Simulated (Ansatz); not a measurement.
Basis-set extrapolation for CH2S (`C=S`) (PBE0-D4/def2-TZVP geometry, frozen core, the Gaussian-basis code of Ansatz). Multiplicity 1, RHF reference.

```tsv
	cc-pV(T+d)Z	cc-pV(Q+d)Z
HF	-436.558922	-436.565204
MP2 correlation	-0.334729	-0.359343
CCSD(T) correlation	-0.378437	-0.400801
```

Energies in hartree. Use E(X) = E(∞) + A·exp(−5.46·√X) for Hartree–Fock and E(X) = E(∞) + B·X^(−3.05) for correlation, with X = 3 and 4.

What is the CCSD(T) energy at the basis-set limit?

HF limit: -436.565204 + (-0.006282) × 0.30130 = -436.56710. Correlation limit: -0.400801 + (-0.022364) × 0.71189 = -0.41672. Total: -436.98382 hartree, 1.26 eV below CCSD(T)/cc-pV(T+d)Z.
